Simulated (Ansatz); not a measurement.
## Double-hcp La

Calculation: rVV10 in Ansatz (PAW).

Numerical settings: plane-wave cutoff 500 eV, 24×24×6 k mesh (along the axes of the cell as run), Fermi–Dirac smearing 0.1 eV, scalar-relativistic PAW data made under PBE.

Cell: relaxed at this level.

| Quantity | Value |
|---|---|
| equilibrium volume per atom | 37.67 Å³/atom |
| lattice parameter a | 3.782 Å |
| lattice parameter c | 12.167 Å |

Measured, for comparison: lattice constant a 3.774 Å, lattice parameter c 12.171 Å (293 K, no zero-point or thermal correction; as tabulated in Wikipedia's data pages). Computed (rounded) less measured: lattice constant a +0.2 %, lattice parameter c 0.0 %.

Spin–orbit coupling is not included.

Ansatz is a program for electronic structure.
